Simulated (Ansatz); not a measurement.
## Two-coordinate energy map

O3 (SMILES O=[O+][O-]), closed shell, PBE0-D4/def2-TZVP minimum:

```
atom    x (Å)    y (Å)    z (Å)
  O1   0.8487  -0.5359   0.4095
  O2  -0.2289  -0.3176  -0.1594
  O3  -0.6198   0.8535  -0.2501
```

Rows set the bond length O1–O2 (Å; 1.238 at the minimum), columns the angle O3–O2–O1 (°; 118.4), set in this order; the parts move rigidly, in a bend the first-named atom's side turns in the plane, and in a torsion the whole end group turns. CCSD(T) energies count from the value at that structure, in kJ/mol. Ansatz 0.2.0; basis: def2-TZVPP; cores frozen in the correlated methods.

| O1–O2 \ O3–O2–O1 | 100.4 | 106.4 | 112.4 | 118.4 | 124.4 | 130.4 | 136.4 |
| --- | --- | --- | --- | --- | --- | --- | --- |
| 1.089 | ? | 167.7 | 128.5 | 113.2 | 117.5 | 138.3 | 173.0 |
| 1.152 | 144.3 | 84.2 | 51.3 | 40.0 | 46.4 | 67.7 | 101.6 |
| 1.244 | 79.5 | 31.0 | 5.7 | -1.0 | 7.5 | 28.9 | 61.2 |
| 1.351 | 60.6 | 23.1 | ? | ? | ? | 32.3 | 62.3 |

(1) Fill in the withheld cells. (An estimate is asked for; the value comes from the calculation.)

The T1 diagnostic stays at or below 0.047. The T1 diagnostic is large here, which may signal multireference character or strong orbital relaxation, so CCSD(T) is less sure. The restricted Hartree–Fock reference is unstable towards an unrestricted one here. The program raised a doubt about the electronic state. A large double-excitation amplitude points to some diradical character; no triplet was computed.

## Answers

(1) By the calculation: (1.089, 100.4): 237.0; (1.351, 112.4): 4.8; (1.351, 118.4): 1.9; (1.351, 124.4): 11.7 kJ/mol. These count from the CCSD(T) energy at the PBE0-D4 minimum.

The same grid for a cheaper method: MP2 − CCSD(T), both counted from the minimum, in kJ/mol:
```tsv
O1–O2 \ O3–O2–O1	100.4	106.4	112.4	118.4	124.4	130.4	136.4
1.089	33.9	28.9	25.7	23.8	23.3	24.0	26.0
1.152	19.3	15.4	13.0	11.8	11.6	12.6	14.7
1.244	4.8	2.0	0.3	-0.2	0.3	1.9	4.6
1.351	35.3	29.7	26.8	26.2	27.7	31.1	36.3
```

For scale, one of the runs: CCSD(T)/def2-TZVPP, 93 basis functions (an equivalent command: `ansatz run in.yaml --threads 2`). The run took about 12 s on 2 CPU threads (shared host).
